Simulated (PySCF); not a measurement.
First SCF of a structure search on singlet AlOF, at a hand-made linear geometry. PySCF input:

```python
from pyscf import gto, scf, dft
mol = gto.M(atom='''
Al     0.000000     0.000000     0.000000
O      0.000000     0.000000    -1.700000
F      0.000000     0.000000     1.900000''',
    basis={'Al': 'def2-TZVP', 'O': 'def2-TZVP', 'F': 'def2-TZVP'},
    charge=0, spin=0)
mf = dft.RKS(mol, xc='PBE')
mf.grids.atom_grid = (50, 194)
aux = {'Al': 'def2-universal-JKFIT', 'O': 'def2-universal-JKFIT', 'F': 'def2-universal-JKFIT'}
mf = mf.density_fit(auxbasis=aux)
mf.conv_tol = 1e-08
mf.diis_space = 10
mf.max_cycle = 60
mf.init_guess = 'minao'
mf.verbose = 4
mf.kernel()
```

Excerpt of the output (cycles and frontier levels):

```
init E= -417.220717630964
  HOMO = -0.3993425292844  LUMO = -0.174390965972179  gap/eV = 6.12124
cycle= 1 E= -416.860162681348  delta_E= 0.361  |g|= 1.41  |ddm|= 1.93
  HOMO = -0.120990455467405  LUMO = 0.0378700119071685  gap/eV = 4.32281
cycle= 2 E= -410.043338768936  delta_E= 6.82  |g|= 3.57  |ddm|= 3.56
  HOMO = -0.198779365003446  LUMO = -0.133882065943737  gap/eV = 1.76595
cycle= 3 E= -416.666901299793  delta_E= -6.62  |g|= 1.71  |ddm|= 3.31
  HOMO = -0.310969600335055  LUMO = -0.150287774426516  gap/eV = 4.37238
cycle= 4 E= -417.22660102659  delta_E= -0.56  |g|= 0.497  |ddm|=  0.8
  HOMO = -0.242564469891213  LUMO = -0.171351738523406  gap/eV = 1.93780
cycle= 5 E= -417.298852547595  delta_E= -0.0723  |g|= 0.188  |ddm|= 0.678
  HOMO = -0.243070612486193  LUMO = -0.166857215419775  gap/eV = 2.07387
cycle= 6 E= -417.307649770939  delta_E= -0.0088  |g|= 0.066  |ddm|= 0.166
  HOMO = -0.247725415063102  LUMO = -0.169649260792248  gap/eV = 2.12456
cycle= 7 E= -417.308179420852  delta_E= -0.00053  |g|= 0.0471  |ddm|= 0.0236
  HOMO = -0.248334241845437  LUMO = -0.169159065808117  gap/eV = 2.15447
cycle= 8 E= -417.308506010611  delta_E= -0.000327  |g|= 0.0297  |ddm|= 0.0159
  HOMO = -0.249420415315497  LUMO = -0.169243491221359  gap/eV = 2.18173
cycle= 9 E= -417.30868611431  delta_E= -0.00018  |g|= 0.0104  |ddm|= 0.0132
  HOMO = -0.250096535297622  LUMO = -0.169324868080516  gap/eV = 2.19791
cycle= 10 E= -417.308710923804  delta_E= -2.48e-05  |g|= 0.000703  |ddm|= 0.00737
  HOMO = -0.250126774377162  LUMO = -0.169340300675444  gap/eV = 2.19831
cycle= 11 E= -417.308710975298  delta_E= -5.15e-08  |g|= 0.000495  |ddm|= 0.000421
  HOMO = -0.250091580021735  LUMO = -0.169330560227436  gap/eV = 2.19762
cycle= 12 E= -417.308711029646  delta_E= -5.43e-08  |g|= 4.27e-05  |ddm|= 0.000321
  HOMO = -0.250093560742908  LUMO = -0.169331435278416  gap/eV = 2.19765
cycle= 13 E= -417.308711029988  delta_E= -3.42e-10  |g|= 6.85e-06  |ddm|= 2.54e-05
  HOMO = -0.250090962010212  LUMO = -0.169331135921226  gap/eV = 2.19759
Extra cycle  E= -417.308711029674  delta_E= 3.15e-10  |g|= 3.86e-05  |ddm|= 2.82e-05
converged SCF energy = -417.308711029674
```

No lower solution of this spin was found by a stability analysis within the restricted form, which does not test spin polarisation.

The search for the lowest solution, with the stability check, took 3.7 s on 2 threads of a shared Arm Neoverse V2 host, with 99 basis functions; the process peaked at 0.28 GiB.
